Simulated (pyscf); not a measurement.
F–Be–Cl + F–Si(Cl)(Cl)–Cl -> F–Be–F + Cl–Si(Cl)(Cl)–Cl, a four-centre exchange (singlet surface; Be–Cl, F–Si broken, Be–F, Cl–Si formed). Structures and frequencies: ωB97X-D3(BJ)/def2-SVP in PySCF. Energies in eV from the separated reactants.

Small-basis levels: PySCF, no dispersion term, spherical d functions. AM1 to PM7: differences of heats of formation from MOPAC. Cost: rough CPU time at the saddle relative to B3LYP/6-31G*, from one job on a shared machine.

| level | barrier | reaction energy | cost |
|---|---|---|---|
| HF/STO-3G | -0.60 | +0.27 | 0.06 |
| HF/6-31G* | 1.19 | +0.56 | 0.2 |
| MP2/6-31G* | 0.67 | +0.51 | 0.2 |
| SVWN5/6-31G* | -0.20 | +0.34 | 2 |
| BP86/6-31G* | 0.45 | +0.36 | 2 |
| PBE/6-31G* | 0.33 | +0.36 | 2 |
| B3LYP/6-31G* | 0.60 | +0.41 | 1 |
| B3LYP/6-311+G** | 0.77 | +0.21 | 2 |
| PBE/def2-SVP | 0.12 | +0.18 | 2 |
| B3LYP/def2-SVP | 0.40 | +0.23 | 0.9 |
| PM6 | 0.88 | +0.79 | under 0.02 |
| PM7 | -0.37 | +0.12 | under 0.02 |
| ωB97M-D3(BJ)/def2-TZVP | 0.52 | +0.25 | – |

Against the last row the barrier runs from -1.12 (HF/STO-3G) to +0.67 eV (HF/6-31G*). At HF/STO-3G, SVWN5/6-31G*, PBE/6-31G*, PBE/def2-SVP, PM7 this geometry lies under one side, so the entry may be no barrier of that level: it is a single point on another level's saddle. ωB97M-D3(BJ)/def2-TZVP has limits of its own. On the reactant side the descent ends in an adduct with a Be–F contact, 0.27 eV under the separated species and 0.65 eV under the saddle at ωB97X-D3(BJ)/def2-TZVP. On the product side the descent ends in an adduct with a Be–Cl contact, 0.24 eV under the separated species and 0.45 eV under the saddle at ωB97X-D3(BJ)/def2-TZVP. What is counted as formed (Be–F) is already present as a longer contact in the reactant adduct; forming that adduct is a step of its own. What is counted as broken (Be–Cl) persists as a longer contact in the product adduct; parting that adduct is a step of its own. At ωB97X-D3(BJ) the barrier from the zero used here is 0.38 eV. One saddle was located; it need not be the lowest between these sides.
